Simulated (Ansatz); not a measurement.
Molecule (SMILES): Cl[Si](Cl)(Cl)Cl.
Atoms: Si1, Cl2, Cl3, Cl4, Cl5. Bonds: Si1-Cl2, Si1-Cl3, Si1-Cl4, Si1-Cl5.

Basis-set convergence of the highest harmonic wavenumber at PBE with Ansatz (a quantum-chemistry and plane-wave program). Each level at its own minimum, finite differences of forces, unscaled; the reference is a large set that could be run, not a limit. Cartesian d functions, on some or all atoms, in 6-31G**, 6-311G**; all else is spherical. The program fits the integrals of some runs and decomposes those of others, by size. No added dispersion term, no relativity. Reference: the value in aug-pcseg-3, 592 cm⁻¹. Deviations are taken from unrounded values.

| basis | functions |
|---|---|
| STO-3G | 45 |
| 3-21G | 65 |
| 6-31G | 65 |
| 6-31G** | 95 |
| 6-311G** | 135 |
| aug-pcseg-1 | 135 |
| aug-pcseg-2 | 250 |
| cc-pCVTZ | 295 |
| aug-pcseg-3 | 445 |

Problem. Which is the smallest set listed that can be trusted to 20 cm⁻¹ here, that is, within that of the reference together with its larger relatives (same family, alike in diffuse functions; a set with none to test it counts only in the reference's own line)?

Solution. The smallest set listed that lies within 20 cm⁻¹ of the reference with all its larger relatives (same family, alike in diffuse functions; a set with none counts only in the reference's own line) is 6-31G** (95 functions, 8 cm⁻¹ off). Inside, with no larger relative to test it: cc-pCVTZ. Value minus reference: STO-3G 46, 3-21G -53, 6-31G -56, 6-31G** 8, 6-311G** -2, aug-pcseg-1 -6, aug-pcseg-2 0, cc-pCVTZ 2, aug-pcseg-3 0 cm⁻¹.
